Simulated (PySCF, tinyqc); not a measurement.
Worked calculation (part 2 of 2): RKS/LDA (PW92) in the sto-6g basis, for CH2, spin multiplicity 1. The lowest restricted solution is unstable here: a spin-polarised one lies 0.0040 hartree lower (PySCF). Computed by tinyqc, a small Python program that keeps every step (integrals from PySCF). Command: `OMP_NUM_THREADS=1 python tinyqc.py 28473 28474 out.jsonl` (the two numbers bound the seeds that draw the settings). One thread of a shared host (Intel(R) Xeon(R) Processor @ 2.60GHz), about 0.9 s of CPU time with the checks.

Geometry (angstrom):
```
atom       x        y       z
C     0.0000   0.0000  0.0000
H     0.0000   1.2430  0.9130
H     0.0000  -1.2270  0.9010
```

## Iteration 11 (converged): orbitals

converged F (hartree), order 1C 1s, 1C 2s, 1C 2px, 1C 2py, 1C 2pz, 2H 1s, 3H 1s:
```
[[-9.7076, -2.5689, 0.0000, 0.0002, -0.0124, -0.2427, -0.2541],
 [-2.5689, -1.0613, 0.0000, 0.0015, -0.0650, -0.2469, -0.2556],
 [0.0000, 0.0000, -0.0783, 0.0000, 0.0000, 0.0000, 0.0000],
 [0.0002, 0.0015, 0.0000, -0.0823, 0.0006, -0.1347, 0.1385],
 [-0.0124, -0.0650, 0.0000, 0.0006, -0.0620, -0.1064, -0.1092],
 [-0.2427, -0.2469, 0.0000, -0.1347, -0.1064, -0.1530, -0.0482],
 [-0.2541, -0.2556, 0.0000, 0.1385, -0.1092, -0.0482, -0.1578]]
```

X, order 1C 1s, 1C 2s, 1C 2px, 1C 2py, 1C 2pz, 2H 1s, 3H 1s:
```
[[-0.4027, -0.0251, 0.7060, 0.0000, -0.5858, 0.0090, 0.2516],
 [0.9007, 0.0402, -0.3272, 0.0000, -0.3097, 0.0119, 0.4908],
 [0.0000, 0.0000, 0.0000, 1.0000, 0.0000, 0.0000, 0.0000],
 [-0.0442, 0.8540, 0.0032, 0.0000, 0.0009, 0.6405, -0.0125],
 [0.4504, 0.0170, 0.6554, 0.0000, 0.6183, 0.0043, 0.2456],
 [-0.5642, -0.6798, -0.2406, 0.0000, 0.1990, 0.4268, 0.3665],
 [-0.6360, 0.6286, -0.2331, 0.0000, 0.1937, -0.4090, 0.3854]]
```

Diagonalise F' = X^T F X, C = X C', fill 4 alpha and 4 beta electrons from the bottom; D = 2 C_occ C_occ^T. Each column has its largest component positive (the first on a tie).

F' = X^T F X (hartree):
```
[[-0.3591, -0.0395, 1.2750, 0.0000, -1.2064, 0.0186, 0.6199],
 [-0.0395, 0.1510, 0.0944, 0.0000, -0.0939, 0.0322, 0.0502],
 [1.2750, 0.0944, -3.6437, 0.0000, 3.8579, -0.0694, -2.2492],
 [0.0000, 0.0000, 0.0000, -0.0783, 0.0000, 0.0000, 0.0000],
 [-1.2064, -0.0939, 3.8579, 0.0000, -4.2480, 0.0762, 2.5113],
 [0.0186, 0.0322, -0.0694, 0.0000, 0.0762, -0.2189, -0.0470],
 [0.6199, 0.0502, -2.2492, 0.0000, 2.5113, -0.0470, -1.9029]]
```

orbital energies (hartree): [-9.7130, -0.4514, -0.2201, -0.1076, -0.0783, 0.1137, 0.1568]

coefficients C, order 1C 1s, 1C 2s, 1C 2px, 1C 2py, 1C 2pz, 2H 1s, 3H 1s:
```
[[0.9935, -0.2353, -0.0033, 0.1295, 0.0000, -0.0926, 0.0089],
 [0.0264, 0.8449, 0.0146, -0.5642, 0.0000, 0.4708, -0.0469],
 [0.0000, 0.0000, 0.0000, 0.0000, 1.0000, 0.0000, 0.0000],
 [-0.0001, -0.0051, 0.5686, 0.0018, 0.0000, 0.0723, 0.9017],
 [0.0031, 0.1629, -0.0011, 0.6752, 0.0000, 0.7674, -0.0647],
 [-0.0047, 0.2018, 0.4711, 0.3751, 0.0000, -0.6910, -0.5600],
 [-0.0049, 0.2116, -0.4692, 0.3680, 0.0000, -0.5939, 0.6739]]
```

D after iteration 11, order 1C 1s, 1C 2s, 1C 2px, 1C 2py, 1C 2pz, 2H 1s, 3H 1s:
```
[[2.1185, -0.4914, 0.0000, -0.0011, 0.1044, -0.0103, -0.0108],
 [-0.4914, 2.0661, 0.0000, 0.0060, -0.4866, -0.0688, -0.0716],
 [0.0000, 0.0000, 0.0000, 0.0000, 0.0000, 0.0000, 0.0000],
 [-0.0011, 0.0060, 0.0000, 0.6467, -0.0004, 0.5351, -0.5344],
 [0.1044, -0.4866, 0.0000, -0.0004, 0.9649, 0.5712, 0.5668],
 [-0.0103, -0.0688, 0.0000, 0.5351, 0.5712, 0.8067, -0.0806],
 [-0.0108, -0.0716, 0.0000, -0.5344, 0.5668, -0.0806, 0.8007]]
```

## Convergence

Stop when the energy changes by less than 1e-10 hartree and every element of the error matrix X^T (F D S - S D F) X is below 3e-06.

Course of the cycle:
```
iteration  E (hartree)     change  largest element of the error matrix
1           -37.006480          -                             5.18e-01
2           -37.480294  -4.74e-01                             6.50e-01
3           -38.474181  -9.94e-01                             1.05e-01
4           -38.464734   9.45e-03                             1.46e-01
5           -38.442420   2.23e-02                             2.09e-01
6           -38.483395  -4.10e-02                             3.51e-02
7           -38.483855  -4.60e-04                             2.86e-02
8           -38.484556  -7.01e-04                             6.51e-03
9           -38.484593  -3.78e-05                             3.63e-04
10          -38.484594  -1.17e-07                             5.44e-06
11          -38.484594  -2.44e-11                             3.68e-08
```

PySCF RKS in the same basis, fine grid = -38.486744 hartree

Converged in 11 iterations. The coarse grid moves the energy by +2.15e-03 hartree.

## Populations, bond orders and dipole

overlap S, order 1C 1s, 1C 2s, 1C 2px, 1C 2py, 1C 2pz, 2H 1s, 3H 1s:
```
[[1.0000, 0.2432, 0.0000, 0.0000, 0.0000, 0.0229, 0.0240],
 [0.2432, 1.0000, 0.0000, 0.0000, 0.0000, 0.2699, 0.2779],
 [0.0000, 0.0000, 1.0000, 0.0000, 0.0000, 0.0000, 0.0000],
 [0.0000, 0.0000, 0.0000, 1.0000, 0.0000, 0.2391, -0.2450],
 [0.0000, 0.0000, 0.0000, 0.0000, 1.0000, 0.1756, 0.1799],
 [0.0229, 0.2699, 0.0000, 0.2391, 0.1756, 1.0000, 0.0550],
 [0.0240, 0.2779, 0.0000, -0.2450, 0.1799, 0.0550, 1.0000]]
```

Mulliken: Z minus the diagonal of D S on the atom; Loewdin: the same with S^(1/2) D S^(1/2); Mayer order: 2 sum_s sum (D(s) S)_ij (D(s) S)_ji over the two atoms.

Charges (e):
```
atom  Mulliken  Loewdin
1C      0.0207   0.0429
2H     -0.0117  -0.0225
3H     -0.0090  -0.0204
```

Mayer bond orders:
```
pair   order
2-1   0.9928
3-1   0.9928
3-2   0.0071
```

dipole moment about the origin, x y z (debye): [0.0000, -0.0251, 0.8421]
